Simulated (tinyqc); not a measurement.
Inside a calculation. Method: CIS and TDHF on RHF in the sto-3g basis, for BH2+, spin multiplicity 1. One step of it, computed by the program tinyqc.

Question. TDHF (RPA) singlet states. B(ia,jb) = 2 (ia|jb) - (ib|ja); the squared energies are the eigenvalues of (A - B)(A + B); 1 hartree = 27.211386 eV.

CIS matrix A, singlet (hartree):
```
           1>4       1>5        1>6        1>7        2>4       2>5        2>6        2>7
1>4   7.073467  0.000000  -0.109417   0.000000   0.038609  0.000000   0.027021   0.000000
1>5   0.000000  7.064935   0.000000   0.000000   0.000000  0.054709   0.000000   0.000000
1>6  -0.109417  0.000000   7.456058   0.000000   0.027855  0.000000   0.010478   0.000000
1>7   0.000000  0.000000   0.000000   7.555448   0.000000  0.000000   0.000000   0.033711
2>4   0.038609  0.000000   0.027855   0.000000   0.428896  0.000000  -0.036323   0.000000
2>5   0.000000  0.054709   0.000000   0.000000   0.000000  0.456227   0.000000   0.000000
2>6   0.027021  0.000000   0.010478   0.000000  -0.036323  0.000000   0.708229   0.000000
2>7   0.000000  0.000000   0.000000   0.033711   0.000000  0.000000   0.000000   0.809343
3>4   0.000000  0.000000   0.000000   0.001922   0.000000  0.000000   0.000000   0.006006
3>5   0.000000  0.000000   0.000000   0.000000   0.000000  0.000000   0.000000   0.000000
3>6   0.000000  0.000000   0.000000  -0.005844   0.000000  0.000000   0.000000  -0.015361
3>7   0.008340  0.000000  -0.019478   0.000000  -0.036181  0.000000   0.032581   0.000000

           3>4       3>5        3>6        3>7
1>4   0.000000  0.000000   0.000000   0.008340
1>5   0.000000  0.000000   0.000000   0.000000
1>6   0.000000  0.000000   0.000000  -0.019478
1>7   0.001922  0.000000  -0.005844   0.000000
2>4   0.000000  0.000000   0.000000  -0.036181
2>5   0.000000  0.000000   0.000000   0.000000
2>6   0.000000  0.000000   0.000000   0.032581
2>7   0.006006  0.000000  -0.015361   0.000000
3>4   0.235780  0.000000  -0.066623   0.000000
3>5   0.000000  0.245821   0.000000   0.000000
3>6  -0.066623  0.000000   0.558870   0.000000
3>7   0.000000  0.000000   0.000000   0.770970
```

Two-electron integrals over orbitals (pq|rs), unique and non-zero (hartree):
```
(11|11) 2.892144    (21|11) -0.262766   (21|21) 0.037849    (22|11) 0.614979
(22|21) -0.009404   (22|22) 0.451215    (31|31) 0.008365    (32|31) 0.013677
(32|32) 0.135258    (33|11) 0.529423    (33|21) -0.003675   (33|22) 0.439360
(33|33) 0.456929    (41|11) 0.131212    (41|21) -0.017513   (41|22) 0.009809
(41|33) 0.004621    (41|41) 0.024468    (42|11) -0.091797   (42|21) 0.005784
(42|22) 0.002485    (42|33) 0.012052    (42|41) 0.013959    (42|42) 0.076695
(43|31) -0.001670   (43|32) 0.031599    (43|43) 0.035063    (44|11) 0.686668
(44|21) -0.010690   (44|22) 0.440891    (44|33) 0.412912    (44|41) -0.010206
(44|42) -0.078549   (44|44) 0.551429    (51|51) 0.021633    (52|51) 0.022508
(52|52) 0.077443    (53|53) 0.017453    (54|51) -0.010816   (54|52) -0.031312
(54|54) 0.039100    (55|11) 0.742016    (55|21) -0.009693   (55|22) 0.467542
(55|33) 0.420137    (55|41) 0.004537    (55|42) -0.048218   (55|44) 0.496623
(55|55) 0.586773    (61|11) -0.183734   (61|21) 0.027819    (61|22) -0.003297
(61|33) -0.000965   (61|41) -0.003043   (61|42) 0.013657    (61|44) -0.015515
(61|55) -0.005573   (61|61) 0.026398    (62|11) 0.191699    (62|21) -0.006378
(62|22) 0.052127    (62|33) 0.010064    (62|41) 0.013240    (62|42) -0.003628
(62|44) 0.052176    (62|55) 0.100667    (62|61) 0.001785    (62|62) 0.086667
(63|31) 0.001112    (63|32) -0.066030   (63|43) -0.032948   (63|63) 0.078967
(64|11) 0.103331    (64|21) -0.000542   (64|22) 0.029068    (64|33) 0.000727
(64|41) 0.005220    (64|42) -0.008143   (64|44) 0.047813    (64|55) 0.052920
(64|61) 0.002895    (64|62) 0.055450    (64|64) 0.043498    (65|51) 0.015261
(65|52) 0.048098    (65|54) -0.007782   (65|65) 0.038344    (66|11) 0.572087
(66|21) -0.006908   (66|22) 0.445650    (66|33) 0.441780    (66|41) 0.019069
(66|42) 0.049503    (66|44) 0.399142    (66|55) 0.428769    (66|61) 0.005006
(66|62) 0.036062    (66|64) 0.017770    (66|66) 0.492679    (71|31) 0.012780
(71|32) 0.019240    (71|43) -0.002762   (71|63) 0.001647    (71|71) 0.019588
(72|31) 0.008709    (72|32) -0.005891   (72|43) -0.031624   (72|63) 0.049328
(72|71) 0.012598    (72|72) 0.054617    (73|11) 0.228600    (73|21) -0.005685
(73|22) 0.055819    (73|33) 0.026680    (73|41) 0.000447    (73|42) -0.052718
(73|44) 0.097866    (73|55) 0.116686    (73|61) -0.005170   (73|62) 0.073299
(73|64) 0.049863    (73|66) 0.002745    (73|73) 0.111207    (74|31) -0.007447
(74|32) -0.069255   (74|43) -0.004839   (74|63) 0.046598    (74|71) -0.010971
(74|72) 0.006376    (74|74) 0.055435    (75|53) 0.016644    (75|75) 0.018737
(76|31) 0.009138    (76|32) 0.114018    (76|43) 0.046529    (76|63) -0.080403
(76|71) 0.013019    (76|72) -0.035175   (76|74) -0.060031   (76|76) 0.124880
(77|11) 0.626640    (77|21) -0.008515   (77|22) 0.448003    (77|33) 0.461723
(77|41) 0.003871    (77|42) -0.004249   (77|44) 0.445550    (77|55) 0.446887
(77|61) -0.005686   (77|62) 0.014013    (77|64) 0.002035    (77|66) 0.455800
(77|73) 0.038519    (77|77) 0.492126
```

Give: TDHF matrix B, singlet; squared energies w^2; TDHF energies from the positive w^2.

Answer.

TDHF matrix B, singlet (hartree):
```
         1>4     1>5      1>6      1>7      2>4     2>5      2>6      2>7
1>4   0.0245  0.0000  -0.0030   0.0000   0.0140  0.0000   0.0128   0.0000
1>5   0.0000  0.0216   0.0000   0.0000   0.0000  0.0225   0.0000   0.0000
1>6  -0.0030  0.0000   0.0264   0.0000   0.0141  0.0000   0.0018   0.0000
1>7   0.0000  0.0000   0.0000   0.0196   0.0000  0.0000   0.0000   0.0126
2>4   0.0140  0.0000   0.0141   0.0000   0.0767  0.0000  -0.0036   0.0000
2>5   0.0000  0.0225   0.0000   0.0000   0.0000  0.0774   0.0000   0.0000
2>6   0.0128  0.0000   0.0018   0.0000  -0.0036  0.0000   0.0867   0.0000
2>7   0.0000  0.0000   0.0000   0.0126   0.0000  0.0000   0.0000   0.0546
3>4   0.0000  0.0000   0.0000  -0.0060   0.0000  0.0000   0.0000  -0.0105
3>5   0.0000  0.0000   0.0000   0.0000   0.0000  0.0000   0.0000   0.0000
3>6   0.0000  0.0000   0.0000   0.0085   0.0000  0.0000   0.0000   0.0254
3>7   0.0037  0.0000  -0.0120   0.0000  -0.0738  0.0000   0.0973   0.0000

         3>4     3>5      3>6      3>7
1>4   0.0000  0.0000   0.0000   0.0037
1>5   0.0000  0.0000   0.0000   0.0000
1>6   0.0000  0.0000   0.0000  -0.0120
1>7  -0.0060  0.0000   0.0085   0.0000
2>4   0.0000  0.0000   0.0000  -0.0738
2>5   0.0000  0.0000   0.0000   0.0000
2>6   0.0000  0.0000   0.0000   0.0973
2>7  -0.0105  0.0000   0.0254   0.0000
3>4   0.0351  0.0000  -0.0329   0.0000
3>5   0.0000  0.0175   0.0000   0.0000
3>6  -0.0329  0.0000   0.0790   0.0000
3>7   0.0000  0.0000   0.0000   0.1112
```

squared energies w^2 (hartree^2): 0.0486  0.0601  0.1703  0.2017  0.3160  0.4789  0.5819  0.6533  49.6280  49.9182  56.0276  57.0865

TDHF energies from the positive w^2 (eV): 6.0010  6.6722  11.2296  12.2217  15.2974  18.8313  20.7578  21.9938  191.6964  192.2562  203.6816  205.5974
